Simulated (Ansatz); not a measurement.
The input, for Ansatz 0.2.0:

```yaml
crystal:
  periodic: [false, false, false]
  atoms:
    - {symbol: H, position_ang: [-2.174811, 0.000000, 0.000000]}
    - {symbol: H, position_ang: [-1.133811, 0.000000, 0.000000]}
    - {symbol: C, position_ang: [0.178189, 0.000000, 0.000000]}
    - {symbol: H, position_ang: [0.592657, 0.000000, 0.996161]}
    - {symbol: H, position_ang: [0.592657, 0.000000, -0.996161]}
basis:
  gaussian: {orbitals: 6-31G}
magnetization: {spin_polarized: false, initial_magnetization: 2}
correlation: {method: ccsdtq, electrons: outside_noble_gas}
```

```sh
$ ansatz run in.yaml --threads 1 --pin off --events-out ev --progress --plain --max-ram 2393MiB
```

Roughly how long does this take on 1 thread of Intel Xeon Platinum 8488C, shared host, and how much host memory?

13 s wall and 0.23 GiB.

```
386 factors; integrals over basis functions are off by at most 1.6e-7 eV
mean field evaluation 1: about -1087.7602 eV, gradient 1.0e1 eV
mean field evaluation 2: about -1087.7587 eV, gradient 1.0e1 eV
mean field evaluation 4: about -1088.2531 eV, gradient 1.3e0 eV
mean field evaluation 8: about -1088.2768 eV, gradient 1.7e-4 eV
mean field evaluation 16: about -1088.2740 eV, gradient 3.0e-1 eV
mean field -1088.27659603 eV, -39.9934272438 hartree, gradient 6.8e-6 eV, S^2 2.000000; 1 other end points of the search recorded, 0 dependent functions left out
mean field evaluation 32: about -1088.6977 eV, gradient 6.1e-1 eV
1 core orbitals not correlated: weight in the atoms' cores, before any rotation towards them, 1.000 or more for the frozen orbitals, at most 0.000 for the correlated occupied ones
reference -1088.27659603 eV, -39.9934272438 hartree; 5, 3 occupied and 11, 13 virtual orbitals, 386 factors
second order -2.30475307 eV of doubles, -0.19230984 eV of singles
cycle   1  -2.91403694 eV  change   -4.1e-1 eV  update   5.2e-2
cycle   2  -3.16747660 eV  change   -2.5e-1 eV  update   2.4e-2
cycle   3  -3.17717863 eV  change   -9.7e-3 eV  update   8.1e-3
cycle   4  -3.18274406 eV  change   -5.6e-3 eV  update   4.3e-3
cycle   5  -3.18468284 eV  change   -1.9e-3 eV  update   1.3e-3
cycle   6  -3.18458661 eV  change    9.6e-5 eV  update   3.2e-4
cycle   7  -3.18469847 eV  change   -1.1e-4 eV  update   1.3e-4
cycle   8  -3.18471449 eV  change   -1.6e-5 eV  update   4.1e-5
cycle   9  -3.18469096 eV  change    2.4e-5 eV  update   1.9e-5
cycle  10  -3.18468666 eV  change    4.3e-6 eV  update   6.6e-6
cycle  11  -3.18468640 eV  change    2.6e-7 eV  update   2.7e-6
cycle  12  -3.18468660 eV  change   -2.0e-7 eV  update   8.6e-7
Total energy: -1091.46128263 eV, -40.1104623178 hartree
```

For the same geometry and basis full CI lies 0.1 meV lower.
